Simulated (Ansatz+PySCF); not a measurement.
Two shapes of doublet CHF₂.

Shape 1:

```xyz
4

C     0.0000    0.4871   -0.1511
F    -1.1003   -0.2419    0.0284
H     0.0000    1.4306    0.3952
F     1.1003   -0.2419    0.0284
```

Shape 2:

```xyz
4

C     0.0000    0.4980   -0.1448
F    -1.1003   -0.2310    0.0347
H     0.0000    1.3981    0.3764
F     1.1003   -0.2310    0.0347
```

Basis set: cc-pVTZ (spherical functions). Left uncorrelated: 3 orbitals. Correlation on ROHF uses semicanonical orbitals with singles. Charge 0, multiplicity 2.

Computed with Ansatz (development build ahead of 0.2.0) and PySCF 2.14.0; each method stands on the lowest determinant of its kind that the runs found.

Problem. Which shape is lower in energy, and by how much in each method?

Solution.

```tsv
method	E(2) − E(1) (eV)
UHF	0.019
ROHF-MP2	0.035
UHF-CCSD	0.036
ROHF-CCSD(T)	0.040
UHF-CCSD(T)	0.040
```

Shape 1 is lower.
